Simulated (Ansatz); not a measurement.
Mulliken charges of MgO (`[O]=[Mg]`) from PBE/def2-TZVPP in Ansatz (PBE0-D4/def2-TZVP geometry).

| atom | x (Å) | y (Å) | z (Å) | charge (e) |
| --- | --- | --- | --- | --- |
| O1 | 0.000 | 0.000 | -0.045 | -0.633 |
| Mg2 | 0.000 | 0.000 | 1.687 | 0.633 |

Question: By hand: the dipole of these point charges (1 e Å = 4.8032 D).

Answer: Σ q r = (0.000, 0.000, 1.096) e Å, of length 1.096 e Å = 5.26 D.

Question: How does the dipole of the full density compare? (Best estimate.)

Answer: The calculation gave: (0.000, 0.000, 1.438) e Å, 6.91 D; the point charges give 0.76 times that, at 0° from its direction.

Point charges leave out the atoms' own dipoles, such as those of lone pairs, and Mulliken's split depends on the basis, so the two needn't agree.
